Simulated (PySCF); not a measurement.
Name the molecule from its bond curve

A diatomic of charge 0 contains O. Its doublet curve at B3LYP in a double-zeta basis (no relativity, PySCF), in eV from the separated fragments:

```tsv
R (Å)	E (eV)
1.778	-2.284
1.861	-2.586
1.944	-2.750
2.006	-2.808
2.068	-2.825
2.130	-2.811
2.213	-2.756
2.316	-2.650
2.440	-2.489
2.606	-2.250
```

The fit gives ωe = 483 cm⁻¹ and the rotational constant Bₑ = 0.4180 cm⁻¹.

Task: Which atom is the partner?

Result: The minimum lies at 2.068 Å, so the reduced mass is 16.8576 u Å² cm⁻¹/(Bₑ·Re²) = 9.430 u. With O at 15.99 u the partner weighs about 23.0 u: Na. The molecule is NaO.

The state is the lowest determinant that a PBE0 search found; another state may lie lower at other levels.
